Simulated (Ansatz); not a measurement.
SiSe2 (Ibam, No. 72), treated with PBE+SOC (plane waves, PAW; Ansatz, a program for electronic structure).

Run with plane-wave cutoff 520 eV, 8×8×8 k mesh, Fermi–Dirac smearing 0.01 eV, PAW data made under PBE.

Cell (measured lattice):

```
CELL_PARAMETERS angstrom
     -2.99900     4.83450     2.92550
      2.99900    -4.83450     2.92550
      2.99900     4.83450    -2.92550
ATOMIC_POSITIONS crystal
  Si 0.75000 0.75000 0.00000
  Si 0.25000 0.25000 0.00000
  Se 0.12340 0.21160 0.33500
  Se 0.87660 0.78840 0.66500
  Se 0.37660 0.71160 0.08820
  Se 0.62340 0.28840 0.91180
```

Problem. Give the computed band gap, smallest direct gap on the k points sampled and direct gap at Γ.

Solution. 
band gap: 1.79 eV (indirect)
smallest direct gap on the k points sampled: 1.99 eV
direct gap at Γ: 3.29 eV

Note: cell and atoms aren't relaxed at this level (pressure 2.8 GPa).

The result took very roughly 20 core-minutes.
